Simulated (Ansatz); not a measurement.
**A ladder of methods for SiCl2 (SMILES Cl[Si]Cl)**

SiCl2: 3 atoms, total charge 0, spin state singlet. As SMILES, `Cl[Si]Cl`. The coordinates come from a GFN2-xTB relaxation.

```tsv
atom	x (Å)	y (Å)	z (Å)
Si	0.0051	-0.0069	-0.8693
Cl	1.5816	-0.0189	0.4441
Cl	-1.5868	0.0259	0.4253
```

Quantity: the electronic atomisation energy, in eV. The values are calculated. Electronic energies at fixed atoms, without zero-point motion or spin-orbit coupling.

```json
{"level": "HF/STO-3G", "kind": "Hartree–Fock", "program": "Ansatz", "value (eV)": "7.94", "less FCI/STO-3G": "-1.06"}
{"level": "SVWN5/STO-3G", "kind": "LDA", "program": "Ansatz", "value (eV)": "12.47", "less FCI/STO-3G": "+3.47"}
{"level": "PBE/STO-3G", "kind": "GGA", "program": "Ansatz", "value (eV)": "11.27", "less FCI/STO-3G": "+2.27"}
{"level": "revPBE/STO-3G", "kind": "GGA", "program": "Ansatz", "value (eV)": "10.88", "less FCI/STO-3G": "+1.88"}
{"level": "r2SCAN/STO-3G", "kind": "meta-GGA", "program": "Ansatz", "value (eV)": "11.00", "less FCI/STO-3G": "+2.00"}
{"level": "PBE0/STO-3G", "kind": "global hybrid", "program": "Ansatz", "value (eV)": "10.76", "less FCI/STO-3G": "+1.76"}
{"level": "wB97M-V/STO-3G", "kind": "range-separated hybrid", "program": "Ansatz", "value (eV)": "10.99", "less FCI/STO-3G": "+1.99"}
{"level": "RPA@PBE/STO-3G", "kind": "RPA", "program": "Ansatz", "value (eV)": "7.28", "less FCI/STO-3G": "-1.72"}
{"level": "CCSD(T)/STO-3G", "kind": "coupled cluster or CI", "program": "Ansatz", "value (eV)": "8.99", "less FCI/STO-3G": "-0.01"}
{"level": "FCI/STO-3G", "kind": "exact in the basis", "program": "Ansatz", "value (eV)": "9.00", "less FCI/STO-3G": "0.00"}
```

FCI/STO-3G is exact within its basis and frozen core, so for wave-function methods in that basis the difference is their error; functionals converge differently with the basis, so for them it is only a difference. The values span 7.28 to 12.47 eV. All rows use very small basis sets, so none should be taken for the real molecule's value.
